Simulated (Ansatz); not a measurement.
I need harmonic frequencies at the relaxed geometry of C3H5NO, SMILES NCC=C=O. Use Ansatz 0.2.0 through its Python package. Level of theory (for the species named): PBE0, 6-31G* basis, multiplicity 1.

```xyz
10

N     0.0607    0.3417    1.5591
C    -0.3096    0.4480    0.1268
C     0.3895   -0.6082   -0.6325
C     0.0162   -1.2161   -1.6594
O    -0.4867   -1.7811   -2.6197
H    -0.6252    1.0133    2.0572
H     0.9699    0.7720    1.7124
H    -1.3496    0.3469   -0.0028
H    -0.0316    1.4546   -0.2212
H     1.4495   -0.8220   -0.3170
```

`freq_c3h5no.py`:
```python
'''Vibrations and zero-point energy of C3H5NO.'''

import itertools
import warnings

import ansatz as az
from ase import Atoms
from ase.data import atomic_numbers, covalent_radii
from ase.thermochemistry import IdealGasThermo
import numpy as np

GEOMETRY = '''
N     0.06070    0.34170    1.55910
C    -0.30960    0.44800    0.12680
C     0.38950   -0.60820   -0.63250
C     0.01620   -1.21610   -1.65940
O    -0.48670   -1.78110   -2.61970
H    -0.62520    1.01330    2.05720
H     0.96990    0.77200    1.71240
H    -1.34960    0.34690   -0.00280
H    -0.03160    1.45460   -0.22120
H     1.44950   -0.82200   -0.31700
'''

warnings.simplefilter('ignore', az.DeckWarning)

geometry = az.Crystal.molecule()
for line in GEOMETRY.strip().splitlines():
    symbol, *xyz = line.split()
    geometry = geometry.atom(symbol, [float(v) for v in xyz])

calc = geometry.calculation().basis(gaussian='6-31G*').functional('pbe0')
symbols = [site.symbol for site in geometry.cartesian_sites]
start = np.array([site.position_ang for site in geometry.cartesian_sites], dtype=float)
rep = calc.relax(force_tolerance=0.003, max_steps=100).run(threads=1).report
end = np.array(rep['positions_ang'])

# pairs closer than 1.2 times the sum of covalent radii, before or after
radius = [covalent_radii[atomic_numbers[s]] for s in symbols]
span = lambda where, i, j: np.linalg.norm(where[i] - where[j])
bonded = [(i, j) for i, j in itertools.combinations(range(len(symbols)), 2) if min(span(start, i, j), span(end, i, j)) < 1.2 * (radius[i] + radius[j])]
print('pair        before    after (A)')
for i, j in bonded:
    print(f'{symbols[i]}{i}-{symbols[j]}{j}'.ljust(10), f'{span(start, i, j):8.4f} {span(end, i, j):8.4f}')

# frequencies need a stationary point, so they are taken at the relaxed geometry
minimum = az.Crystal.molecule()
for symbol, place in zip(symbols, end):
    minimum = minimum.atom(symbol, place.tolist())
vibrating = (
    minimum.calculation()
    .basis(gaussian='6-31G*')
    .functional('pbe0')
    .phonons(temperatures=(298.15, 498.15, 100))
)
vib = vibrating.run(threads=1).report['vibrations']
sums = vib['harmonic_sums']
modes = [m['omega_inv_cm'] for m in sums['modes_at_gamma'] if m['rigid_motion'] == 'no']
print('frequencies (1/cm):', ' '.join(f'{w:.0f}' for w in modes))
print('imaginary modes:', sum(w < 0 for w in modes), ' zero-point energy:', round(sums['zero_point_energy_ev'], 4), 'eV')
# rigid rotor and ideal gas, symmetry number taken as one
gas = IdealGasThermo(vib_energies=[w / 8065.544 for w in modes if w > 0], geometry='linear' if len(modes) == 3 * len(symbols) - 5 else 'nonlinear',
                     atoms=Atoms(symbols, positions=end), symmetrynumber=1, spin=0.0)
print(f'H(298 K) - E = {gas.get_enthalpy(298.15, verbose=False):.4f} eV')
print(f'S(298 K, 1 bar) = {96485.33 * gas.get_entropy(298.15, 1e5, verbose=False):.1f} J/(mol K) with symmetry number 1')
```

```console
$ python freq_c3h5no.py
pair        before    after (A)
N0-C1        1.4832   1.4559
N0-H5        1.0815   1.0155
N0-H6        1.0175   1.0163
C1-C2        1.4768   1.5057
C1-H7        1.0529   1.0990
C1-H8        1.1007   1.1046
C2-C3        1.2504   1.3181
C2-H9        1.1264   1.0852
C3-O4        1.2224   1.1682
frequencies (1/cm): 116 168 304 402 503 553 706 871 925 1022 1106 1157 1188 1330 1433 1448 1546 1697 2264 2988 3065 3244 3526 3621
imaginary modes: 0  zero-point energy: 2.1811 eV
H(298 K) - E = 2.3598 eV
S(298 K, 1 bar) = 310.8 J/(mol K) with symmetry number 1
```

What to keep in mind:
- The frequencies are harmonic and unscaled, in a modest basis.
- The result belongs to the one conformer reached from this start, and soft torsions count as harmonic oscillators.
- The entropy takes a symmetry number of 1; a symmetric molecule's is lower by R ln(sigma).
- It ran for 4.5 min on 1 thread of Arm Neoverse V1 (shared host), peak memory 0.29 GiB.
